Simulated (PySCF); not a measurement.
## SiCl⁻, r²SCAN: how much the basis matters

PySCF, UKS reference; triplet, unpaired electrons π ↑↑; De to Si + Cl⁻ without counterpoise correction.

```
      basis     relativity  functions  Re (Å)  ωe (cm⁻¹)  De (eV)  μ (D)
  def2-SVPD  no relativity         51   2.297        342     1.98   2.17
aug-pcseg-1  no relativity         54   2.267        354     2.15   2.79
def2-TZVPPD  no relativity         99   2.244        364     2.19   2.68
```

(1) How does each smaller set differ from the one with most functions, def2-TZVPPD?

A positive dipole points towards Cl; it is taken about the centre of mass and depends on that origin. For an ion De counts to the pair picked by the measured ionisation energies or electron affinities, which need not be the lowest pair at this level. The highest Kohn–Sham level is positive in some of these anions. Much of that is self-interaction error, but it also means that the finite basis helps to hold the extra electron. The state is the lowest determinant that a PBE0 search found; another state may lie lower at other levels.

Results:

(1) def2-SVPD: +5.3 pm, -6.0 % in ωe, -0.21 eV in De; aug-pcseg-1: +2.3 pm, -2.7 % in ωe, -0.04 eV in De. All at r²SCAN; the set with most functions is neither the basis-set limit nor always the best.
